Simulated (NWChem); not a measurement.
System meant: C₄H₈ cation, doublet; SMILES of the neutral closed-shell parent CC(C)=C

The following NWChem deck was run.

```
start job
memory heap 200 mb stack 900 mb global 1100 mb
charge 1
geometry units angstroms noautoz
  C     -0.671514     1.265385     0.043954
  C      0.063765     0.000086     0.001518
  C     -0.655666    -1.273849    -0.046123
  C      1.486988     0.009532     0.005560
  H     -1.672337     1.160944     0.488258
  H     -0.850332     1.545632    -1.020999
  H     -0.106043     2.094553     0.491455
  H     -0.871502    -1.538435     1.015910
  H     -0.069353    -2.103659    -0.463705
  H     -1.642793    -1.184214    -0.524168
  H      2.054728    -0.926980     0.017865
  H      2.042447     0.953453    -0.003494
end
basis spherical
  * library def2-svp
end
dft
  odft
  mult 2
  xc b3lyp
  iterations 4
  mulliken
end
task dft energy
```

End of the output:

```
     --------------------------
     Expectation value of S2:
     --------------------------
      <S2> =      0.7519 (Exact =     0.7500)

 center of mass
 --------------
 x =   0.03918804 y =  -0.00000252 z =   0.00010279

 moments of inertia (a.u.)
 ------------------
         214.382076176670           0.000000000000          -0.000000000000
           0.000000000000         198.900264577972           0.000000000000
          -0.000000000000           0.000000000000         391.282252445316

     Multipole analysis of the density
     ---------------------------------

     L   x y z        total         alpha         beta         nuclear
     -   - - -        -----         -----         ----         -------
     0   0 0 0      1.000000    -16.000000    -15.000000     32.000000

     1   1 0 0      0.349236     -0.582350      0.931586     -0.000000
     1   0 1 0      0.005573     -0.002835      0.008409      0.000000
     1   0 0 1     -0.001094     -0.000383     -0.000711      0.000000

     2   2 0 0    -11.387498    -69.152812    -63.516776    121.282090
     2   1 1 0      0.022432     -0.002780      0.026326     -0.001114
     2   1 0 1      0.002162     -0.001508      0.000453      0.003217
     2   0 2 0    -12.436035    -74.003963    -72.149752    133.717679
     2   0 1 1     -0.577702      0.226725     -0.165284     -0.639143
     2   0 0 2    -17.202980    -15.202537    -12.909077     10.908634

 ------------------------------------------------------------------------
 dft energy failed                                                                                  0
 ------------------------------------------------------------------------
 ------------------------------------------------------------------------
  current input line :
    28: task dft energy
 ------------------------------------------------------------------------
 ------------------------------------------------------------------------
 This type of error is most commonly associated with calculations not reaching convergence criteria
 ------------------------------------------------------------------------
 For more information see the NWChem manual at https://nwchemgit.github.io

0:dft energy failed:Received an Error in Communication
```

Problem. Can this run be used? If not, why, and what is the fix?

Solution. Convergence was not reached. Cause: the SCF was allowed too few iterations. This input runs:
```
start job
memory heap 200 mb stack 900 mb global 1100 mb
charge 1
geometry units angstroms noautoz
  C     -0.671514     1.265385     0.043954
  C      0.063765     0.000086     0.001518
  C     -0.655666    -1.273849    -0.046123
  C      1.486988     0.009532     0.005560
  H     -1.672337     1.160944     0.488258
  H     -0.850332     1.545632    -1.020999
  H     -0.106043     2.094553     0.491455
  H     -0.871502    -1.538435     1.015910
  H     -0.069353    -2.103659    -0.463705
  H     -1.642793    -1.184214    -0.524168
  H      2.054728    -0.926980     0.017865
  H      2.042447     0.953453    -0.003494
end
basis spherical
  C library def2-svp
  H library def2-svp
end
dft
  odft
  mult 2
  xc b3lyp
  iterations 150
  mulliken
end
task dft energy
```
It converges to -156.78514 Ha (B3LYP/def2-SVP, spin-unrestricted).
